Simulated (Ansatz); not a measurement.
System: hydrogen sulfide, H₂S (charge 0, singlet). 
Structure (B3LYP-D3(BJ)/def2-TZVP (Ansatz, a quantum-chemistry and plane-wave program) minimum search):
SMILES: S
```xyz
3

S      0.0018     0.0003     0.1031
H     -0.0075     0.9678    -0.8277
H     -0.0219    -0.9726    -0.8218
```
Charge 0, spin multiplicity 1.

Basis-set convergence of Hartree-Fock and MP2 correlation energies (hartree) with Ansatz. Valence correlation only, unless marked. Spin-orbit coupling is left out. Non-relativistic.

| basis | functions | E(HF) | E(corr, MP2) |
|---|---|---|---|
| cc-pV(D+d)Z | 33 | -398.69871 | -0.14593 |
| cc-pV(T+d)Z | 67 | -398.71493 | -0.19080 |
| cc-pV(Q+d)Z | 124 | -398.71899 | -0.20675 |
| cc-pV(5+d)Z | 210 | -398.71979 | -0.21334 |

Extrapolating the two largest sets (X = 4 and 5) as X^-3: E(corr) = (125·(-0.21334) - 64·(-0.20675))/61 = -0.2203 Eh, an estimate of the basis-set limit. The largest set recovers 96.9 % of it, the smallest 66.3 %.
